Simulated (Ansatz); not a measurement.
Geometry optimisation, UKS PBE0-D4/STO-3G in Ansatz 0.2.0.

input.yaml

```yaml
crystal:
  periodic: [false, false, false]
  atoms:
    - { symbol: C, position_ang: [-0.8211, 0.6642, -0.8049] }
    - { symbol: "N", position_ang: [0.2924, -0.0387, -0.3339] }
    - { symbol: C, position_ang: [-0.1548, -1.1295, 0.5113] }
    - { symbol: O, position_ang: [-0.6586, -2.1163, -0.2733] }
    - { symbol: C, position_ang: [1.1631, 0.8542, 0.4094] }
    - { symbol: F, position_ang: [0.4953, 1.3425, 1.5138] }
    - { symbol: H, position_ang: [-1.4879, 0.0727, -1.4262] }
    - { symbol: H, position_ang: [-0.5146, 1.5533, -1.4693] }
    - { symbol: H, position_ang: [-1.4701, 1.1403, 0.0408] }
    - { symbol: H, position_ang: [0.744, -1.6027, 1.0291] }
    - { symbol: H, position_ang: [-0.8303, -0.826, 1.3344] }
    - { symbol: H, position_ang: [-0.2424, -2.0492, -1.1002] }
    - { symbol: H, position_ang: [1.4319, 1.7452, -0.1908] }
    - { symbol: H, position_ang: [2.0402, 0.3607, 0.7886] }
magnetization:
  spin_polarized: true
basis:
  gaussian: { orbitals: STO-3G }
hamiltonian:
  xc: pbe0
  dispersion: d4
relax:
  f_tol: 0.02
  max_steps: 40
```

Launched with:

```bash
$ ansatz run input.yaml --threads 1 --pin off --max-ram 2048MiB --backend cpu --events-out ev --progress --plain --runs-dir out
```

Task: Where does it end, and by what steps?

Result: The forces met the threshold. Limits of this set-up: minimal basis. After 7 steps the energy has fallen by 1.284 eV; H12 moved furthest, 0.28 Å.

```csv
step,energy less start (eV),largest force component (eV/Å),accepted
0,0.0000,5.937,yes
1,-1.1625,1.418,yes
2,-1.2565,1.074,yes
3,-1.2722,0.333,yes
4,-1.2695,0.378,no
5,-1.2838,0.040,yes
6,-1.2842,0.024,yes
7,-1.2845,0.018,yes
```

```xyz
14
Properties=species:S:1:pos:R:3
C -0.903 0.764 -0.813
N 0.303 0.016 -0.330
C -0.142 -1.173 0.490
O -0.791 -2.146 -0.356
C 1.182 0.918 0.483
F 0.552 1.466 1.610
H -1.559 0.049 -1.332
H -0.584 1.542 -1.522
H -1.475 1.238 0.005
H 0.773 -1.566 0.992
H -0.884 -0.907 1.276
H -0.080 -2.281 -1.075
H 1.527 1.735 -0.195
H 2.068 0.316 0.797
```

Whether the end is a true minimum wasn't checked by a vibrational analysis.

The run took 70 s on 1 thread of Intel(R) Xeon(R) Platinum 8488C (Sapphire Rapids), with other jobs on the host, peak memory 0.18 GiB.
